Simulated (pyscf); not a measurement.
Single points on ωB97X-D3(BJ)/def2-SVP structures (PySCF, gas phase).

Task: PBE/def2-TZVP puts the barrier of `[Cl][SiH]([Cl])[Cl]` + `[H]` [doublet] → `[Cl][Si]([Cl])[Cl]` [doublet] + `[H][H]` (hydrogen abstraction; doublet surface; H–Si broken, H–H formed) at -0.01 eV and the reaction energy at -0.69 eV, from the separated reactants. What do PBE0-D3(BJ)/def2-TZVP, M06-2X/def2-TZVP, ωB97M-D3(BJ)/def2-TZVP give on the same structures?

Result: PBE0-D3(BJ): ΔE‡ = 0.08 eV, ΔE = -0.56 eV; M06-2X: ΔE‡ = 0.25 eV, ΔE = -0.63 eV; ωB97M-D3(BJ): ΔE‡ = 0.21 eV, ΔE = -0.49 eV. PBE's barrier lies under all of them, by 0.09 to 0.27 eV. Its reaction energy lies under all of them, by 0.06 to 0.20 eV. At PBE this geometry lies under the reactants; that is no barrier but a single point on another level's saddle; such a level's own saddle, if it has one, lies nearer that side and is low. This is the saddle that the search found; another between the same sides may lie lower. The angle at the transferred H is 180°.
